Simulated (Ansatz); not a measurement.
# C2H3NO: the cost of one run

All numbers below are computed with Ansatz 0.2.0 (RKS PBE0-D4/def2-SVP).

## (1) The starting structure

Bond lengths: N1–C2 1.248 Å, C2–C3 1.256 Å, C2–O4 1.361 Å, C3–O4 1.272 Å, N1–H5 1.063 Å, N1–H6 1.052 Å, C3–H7 1.105 Å. Angles: N1–C2–C3 164.6°, N1–C2–O4 137.4°, C3–C2–O4 58.0°, C2–N1–H5 115.4°, C2–N1–H6 118.6°, H5–N1–H6 108.8°, C2–C3–O4 65.1°, C2–C3–H7 157.1°, O4–C3–H7 137.6°, C2–O4–C3 56.9°.

Structure file:

```xyz
7

N    -0.8625    0.8076   -0.0816
C    -0.0515   -0.1289    0.0661
C     0.9297   -0.8404    0.3973
O     0.1117   -1.3961   -0.4035
H    -1.4324    0.7809   -0.9790
H    -0.5287    1.7921    0.0784
H     1.8949   -1.0833    0.8766
```

## (2) End point A

input.yaml reads:

```yaml
crystal:
  periodic: [false, false, false]
  atoms:
    - { symbol: "N", position_ang: [-0.8625, 0.8076, -0.0816] }
    - { symbol: C, position_ang: [-0.0515, -0.1289, 0.0661] }
    - { symbol: C, position_ang: [0.9297, -0.8404, 0.3973] }
    - { symbol: O, position_ang: [0.1117, -1.3961, -0.4035] }
    - { symbol: H, position_ang: [-1.4324, 0.7809, -0.979] }
    - { symbol: H, position_ang: [-0.5287, 1.7921, 0.0784] }
    - { symbol: H, position_ang: [1.8949, -1.0833, 0.8766] }
basis:
  gaussian: { orbitals: def2-SVP }
hamiltonian:
  xc: pbe0
  dispersion: d4
relax:
  f_tol: 0.015
  max_steps: 40
```

Command:

```
> ansatz run input.yaml --threads 1 --pin off --max-ram 2048MiB --backend cpu --events-out ev --progress --plain --runs-dir out
```

What time and memory should one allow on 1 thread of Arm Neoverse V1, shared host?

About 38 s, with a peak of 0.14 GiB.
